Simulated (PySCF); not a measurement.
A GIAO shielding run with PySCF 2.14 (density fitting, non-relativistic, gas phase) on `CC[PH](=O)CC`, C₄H₁₁OP:

```
$ OMP_NUM_THREADS=1 python probes_run.py task.json out

{"job": {"kind": "nmr", "xc": "PBE0", "basis": "6-31G*", "pop": true}, "charge": 0, "multiplicity": 1}
C     -2.110735     0.376512     0.265776
C     -1.290622    -0.861758     0.592852
P      0.452953    -0.818438     0.065465
O      1.209422    -2.088657     0.297089
C      1.207102     0.640385     0.857971
C      2.702562     0.703758     0.577943
H     -1.750191     1.263724     0.808107
H     -3.166088     0.231906     0.540828
H     -2.082306     0.608334    -0.810879
H     -1.272329    -1.071661     1.675730
H     -1.707553    -1.764367     0.116070
H      0.343478    -0.405702    -1.304450
H      0.683222     1.552003     0.525290
H      1.017607     0.530415     1.939888
H      2.905499     0.867258    -0.492168
H      3.177862     1.522439     1.138063
H      3.180784    -0.243931     0.864902
```

Hardware: 1 thread of an x86-64 server CPU, shared host. The job also computes population analyses, field gradients.

Problem. How large is the calculation?

Solution. 58 electrons, 110 basis functions and 740 auxiliary functions.

Problem. How long does it take?

Solution. 8.3 s of wall time, with 13 SCF cycles and 4 response iterations. Times on a shared host scatter by some tens of per cent.

Problem. And these other runs on the same molecule and hardware: GIAO shielding at PBE0/6-311+G(2d,p); GIAO shielding at PBE0/6-31G; GIAO shielding at PBE0/STO-3G; GIAO shielding at PBE0/def2-SVP; GIAO shielding at PBE0/def2-TZVP?

Solution. PBE0/6-311+G(2d,p): 236 functions, 22 s; PBE0/6-31G: 80 functions, 6.1 s; PBE0/STO-3G: 45 functions, 3 s; PBE0/def2-SVP: 143 functions, 9.7 s; PBE0/def2-TZVP: 258 functions, 25 s.
